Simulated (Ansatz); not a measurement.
1T (CdI2-type) TiTe2 was calculated with r²SCAN+rVV10 (plane waves, PAW; Ansatz, a quantum-chemistry and plane-wave program).

Output (set-up and result lines):

```
Crystal: 3 atoms, lattice volume = 81.932 Å³
Basis set: ecut = 560 eV, 2479 PW (Γ), exchange–correlation on 90×90×162 points (27 copies of the dense FFT grid, shifted against one another)
Bands: 27, of which v1, the nominal top of the filled ones, is band 22 counted from 1 (21 counted from 0)
Symmetry: 12 space group operations
Space group: P-3m1 (ITA 164), of the structure as read, at distance tolerance 4.3e-5 Å
k-points: 330 of 3240
Functional: x = r2scan, c = r2scan + rvv10(b = 11.95, C = 0.0093); τ floored in thin density (d = 2e-4 eV/Å³)
SCF iter   1: F=—  HF=-16491.824771 eV  |F-HF|=—  |Δ(HF+E_count)|=         —  Δρ=2.25e-2  dr2=8.81e-1  dr2_τ=2.47e-2
SCF iter   2: F=—  HF=-16491.994568 eV  |F-HF|=—  |Δ(HF+E_count)|=   1.70e-1  Δρ=3.66e-2  dr2=2.44e0  dr2_τ=8.91e-2
  ...
SCF iter   9: F=—  HF=-16491.784684 eV  |F-HF|=—  |Δ(HF+E_count)|=   2.89e-9  Δρ=6.15e-7  dr2=3.22e-10  dr2_τ=2.53e-11
SCF iter  10: F=-16491.784684 eV  HF=-16491.784684 eV  |F-HF|=0.00e0  |Δ(HF+E_count)|=  4.73e-10  Δρ=1.88e-7  dr2=3.36e-11  dr2_τ=1.31e-12
SCF 1 converged in 10 iterations: F = -16491.784684 eV  dr2 = 3.36e-11
SCF converged after 10 iterations
Free energy (F): -16491.784684 eV
Internal energy: -16491.774619 eV  (E = F + TS)
E sigma→0 (E₀):  -16491.779652 eV
Fermi energy:    9.935442 eV
--- Forces (eV/Å), atoms counted from 1 ---
  atom   1  Ti    -0.00000000    -0.00000000     0.00000000
  atom   2  Te     0.00000000     0.00000000     0.00019314
  atom   3  Te     0.00000000    -0.00000000    -0.00019314
--- Stress (GPa, compression-positive) ---
        0.002986      -0.000000      -0.000000
        0.000000       0.002986       0.000000
        0.000000       0.000000       0.005375
  P = ⅓ Tr σ = 0.0038 GPa (0.038 kbar)
```

Problem. Write an input file that could have produced this run (the log leaves some choices open).

Solution. This is not unique; one that fits is 
Ansatz 0.2 input:
```yaml
crystal:
  lattice:
    - [3.7818850003, 0.0, 0.0]
    - [-1.8909425002, 3.2752084845, 0.0]
    - [0.0, 0.0, 6.6146489953]
  atoms:
    - { symbol: Ti, position: [0.0, 0.0, 0.0] }
    - { symbol: Te, position: [0.3333333333, 0.6666666667, 0.2565669303] }
    - { symbol: Te, position: [0.6666666667, 0.3333333333, 0.7434330697] }
basis:
  ecutwfc: 560
  ecutrho_ratio: 4
  xc_grid: 3
kpoints:
  mp_grid: { grid: [18, 18, 10] }
hamiltonian:
  xc: r2scan
  dispersion: rvv10
  pseudopotentials: { kind: paw }
scf:
  occupations: { method: fermi_dirac, width: 0.05 }
  convergence: { dr2_threshold: 0.0000000003 }
output:
  forces: true
  stress: true
  eigenvalues: true
```

The PAW data were made under PBE.
